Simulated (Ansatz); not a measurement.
**CH6BF: a nudged elastic band in two tries**

The task is a band of images between two relaxed ends.

All numbers below are computed with Ansatz 0.2.0 (RKS B3LYP-D4/def2-SVP).

## Step 1: The structure to begin with

Bond lengths: B1–H2 1.220 Å, B1–C3 1.562 Å, C3–H4 1.111 Å, C3–H5 1.101 Å, C3–H6 1.101 Å, B1–H7 1.207 Å, F8–H9 0.933 Å. Angles: H2–B1–C3 119.7°, H2–B1–H7 116.9°, C3–B1–H7 121.5°, B1–C3–H4 105.2°, B1–C3–H5 113.7°, B1–C3–H6 114.9°, H4–C3–H5 106.1°, H4–C3–H6 106.5°, H5–C3–H6 109.6°.

Coordinates:

```xyz
9

B     0.0830   -0.1136    0.0336
H     0.1322   -0.3958    1.2195
C     1.3997   -0.0597   -0.8046
H     1.5915   -1.1091   -1.1135
H     1.3093    0.5219   -1.7355
H     2.2900    0.2703   -0.2476
H    -1.0003   -0.1681   -0.4953
F    -0.1121    1.9653    0.7700
H    -0.1050    1.4910    1.5729
```

## Step 2: First attempt

Input file input.yaml:

```yaml
crystal:
  periodic: [false, false, false]
  atoms:
    - { symbol: B, position_ang: [0.083008, -0.113639, 0.033615] }
    - { symbol: H, position_ang: [0.132221, -0.395783, 1.219517] }
    - { symbol: C, position_ang: [1.399676, -0.059746, -0.804591] }
    - { symbol: H, position_ang: [1.591467, -1.109092, -1.113537] }
    - { symbol: H, position_ang: [1.309295, 0.521944, -1.735456] }
    - { symbol: H, position_ang: [2.289966, 0.27026, -0.247556] }
    - { symbol: H, position_ang: [-1.000257, -0.168089, -0.495304] }
    - { symbol: F, position_ang: [-0.112138, 1.965274, 0.77001] }
    - { symbol: H, position_ang: [-0.10504, 1.490972, 1.572902] }
basis:
  gaussian: { orbitals: def2-SVP }
hamiltonian:
  xc: b3lyp
  dispersion: d4
neb:
  order_check: false
  images: 0
  f_tol: 0.03
  max_iterations: 8
  final_atoms:
    - { symbol: B, position_ang: [-6.853e-05, 0.66571552, -0.65421509] }
    - { symbol: H, position_ang: [0.10303327, -0.30891021, 2.6918559] }
    - { symbol: C, position_ang: [1.40118129, 0.07187603, -0.99550442] }
    - { symbol: H, position_ang: [1.46511404, -0.9526074, -0.58352875] }
    - { symbol: H, position_ang: [1.50957644, -0.04681302, -2.08839609] }
    - { symbol: H, position_ang: [2.24486817, 0.66183941, -0.60706473] }
    - { symbol: H, position_ang: [-1.04139572, 0.18990297, -1.05375668] }
    - { symbol: F, position_ang: [-0.10915692, 1.74469815, 0.11789767] }
    - { symbol: H, position_ang: [0.01504597, 0.37639955, 2.37231219] }
  initial_path:
    images:
      - { positions_ang: [[0.083008, -0.113639, 0.033615], [0.132221, -0.395783, 1.219517], [1.399676, -0.059746, -0.804591], [1.591467, -1.109092, -1.113537], [1.309295, 0.521944, -1.735456], [2.289966, 0.27026, -0.247556], [-1.000257, -0.168089, -0.495304], [-0.112138, 1.965274, 0.77001], [-0.10504, 1.490972, 1.572902]] }
      - { positions_ang: [[0.06112422, -0.08188654, 0.02699039], [0.10141182, -0.29102912, 1.30139417], [1.39318465, -0.0498548, -0.80464541], [1.61368258, -1.100317, -1.07789283], [1.29173707, 0.51251878, -1.74767081], [2.25730503, 0.32914347, -0.24147579], [-1.01019075, -0.11839076, -0.51621406], [-0.05811441, 1.86155488, 0.7042954], [-0.06194221, 1.3403621, 1.55481894]] }
      - { positions_ang: [[0.03924045, -0.05013408, 0.02036577], [0.07060263, -0.18627524, 1.38327135], [1.38669329, -0.03996361, -0.80469981], [1.63589817, -1.09154201, -1.04224866], [1.27417914, 0.50309356, -1.75988562], [2.22464407, 0.38802694, -0.23539558], [-1.0201245, -0.06869251, -0.53712413], [-0.00409081, 1.75783576, 0.63858081], [-0.01884443, 1.18975219, 1.53673588]] }
      - { positions_ang: [[0.01735667, -0.01838162, 0.01374116], [0.03979345, -0.08152137, 1.46514852], [1.38020194, -0.03007241, -0.80475422], [1.65811375, -1.08276701, -1.00660449], [1.25662121, 0.49366834, -1.77210043], [2.1919831, 0.44691041, -0.22931536], [-1.03005825, -0.01899427, -0.55803419], [0.04993278, 1.65411664, 0.57286621], [0.02425336, 1.03914229, 1.51865282]] }
      - { positions_ang: [[-0.00452711, 0.01337084, 0.00711654], [0.00898426, 0.02323251, 1.54702569], [1.37371059, -0.02018121, -0.80480863], [1.68032933, -1.07399201, -0.97096032], [1.23906327, 0.48424312, -1.78431524], [2.15932213, 0.50579388, -0.22323515], [-1.039992, 0.03070397, -0.57894426], [0.10395637, 1.55039752, 0.50715162], [0.06735115, 0.88853239, 1.50056975]] }
      - { positions_ang: [[-0.00341246, 0.17645701, -0.15821637], [0.03249651, -0.05980317, 1.83323324], [1.38057826, 0.0028331, -0.85248258], [1.62652551, -1.04364586, -0.87410242], [1.30669157, 0.35147908, -1.86033546], [2.18070864, 0.54480526, -0.31919255], [-1.04034293, 0.07050372, -0.69764736], [0.05067805, 1.59897268, 0.40983813], [0.05427485, 0.76049918, 1.71850536]] }
      - { positions_ang: [[-0.00229782, 0.33954318, -0.32354927], [0.05600876, -0.14283885, 2.11944079], [1.38744594, 0.02584741, -0.90015652], [1.57272169, -1.0132997, -0.77724453], [1.37431986, 0.21871505, -1.93635567], [2.20209515, 0.58381665, -0.41514994], [-1.04069386, 0.11030347, -0.81635047], [-0.00260028, 1.64754783, 0.31252464], [0.04119856, 0.63246597, 1.93644097]] }
      - { positions_ang: [[-0.00118317, 0.50262935, -0.48888218], [0.07952102, -0.22587453, 2.40564835], [1.39431362, 0.04886172, -0.94783047], [1.51891786, -0.98295355, -0.68038664], [1.44194815, 0.08595102, -2.01237588], [2.22348166, 0.62282803, -0.51110734], [-1.04104479, 0.15010322, -0.93505358], [-0.0558786, 1.69612299, 0.21521116], [0.02812226, 0.50443276, 2.15437658]] }
      - { positions_ang: [[-6.853e-05, 0.66571552, -0.65421509], [0.10303327, -0.30891021, 2.6918559], [1.40118129, 0.07187603, -0.99550442], [1.46511404, -0.9526074, -0.58352875], [1.50957644, -0.04681302, -2.08839609], [2.24486817, 0.66183941, -0.60706473], [-1.04139572, 0.18990297, -1.05375668], [-0.10915692, 1.74469815, 0.11789767], [0.01504597, 0.37639955, 2.37231219]] }
```

Launch:

```sh
> ansatz run input.yaml --threads 2 --pin off --max-ram 3072MiB --backend cpu --events-out ev --progress --plain --runs-dir out
```

Before running it: what results should come out? Wanted: first try.

The runs gave:

| quantity | value |
| --- | --- |
| first try | refused |
| cause | the band is given no inner image |

What this shows: The fault in the first input was caught at the input check and cost nothing.
